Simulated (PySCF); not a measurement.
## Assigning NMR signals

Numbering as in the mapped SMILES `[CH2:1]=[CH:2][O:3][CH:4]=[CH2:5]`. Hydrogens are named by the atom that carries them. Ha(C1), Ha(C5) are cis to O3; Hb(C1), Hb(C5) are trans to O3.

How the numbers were obtained: coordinates at the GFN2-xTB level, σ from GIAO-PBE0/pcSseg-1, in PySCF 2.14 (isolated molecule, averaged over atoms made equivalent by symmetry, fast rotation or ring inversion, a single conformation, no relativistic terms).

Referencing at the same level of theory: 13C and 1H against TMS.

(1) Assign these signals to the numbered atoms. 13C{1H} NMR (computed): δ 157.8 (CH), 96.4 (CH2).

(2) Assign these signals to the numbered atoms. 1H NMR (300 MHz, computed): δ 6.52 (m, 2H), 4.84 (m, 2H), 4.39 (m, 2H).

## Answers

(1) 
```tsv
δ (ppm)	atoms	environment	reason
157.8	C2/C4	alkene carbon bearing oxygen	an sp2 carbon further deshielded by the attached heteroatom
96.4	C1/C5	β carbon of an enol-ether or enamine type C=C	the O or N lone pair pushes π density onto this β carbon and shields it
```

(2) 
| δ (ppm) | atoms | environment | reason |
| --- | --- | --- | --- |
| 6.52 | H(C2)/H(C4) | hydrogen on an alkene carbon bearing oxygen | olefinic region |
| 4.84 | Ha(C1)/Ha(C5) | hydrogen on a β carbon of an enol-ether or enamine type C=C | lone-pair donation from O or N shields it, upfield of ordinary alkene protons |
| 4.39 | Hb(C1)/Hb(C5) | hydrogen on a β carbon of an enol-ether or enamine type C=C | – |

Shifts are as computed. Against solution values, carbons near 30 ppm lie about +3 ppm off and those near 130 ppm about +5 ppm. Of 246 compounds with measured shifts, 49 miss one by over three times the rms of a fit or turn the order of signals round; such compounds aren't used in these exercises. No couplings were computed; multiplicities are counted from neighbouring protons, with m where these are inequivalent, close in shift, in a saturated or five-membered ring or joined by F or P, and br s for small geminal =CH2 splittings.
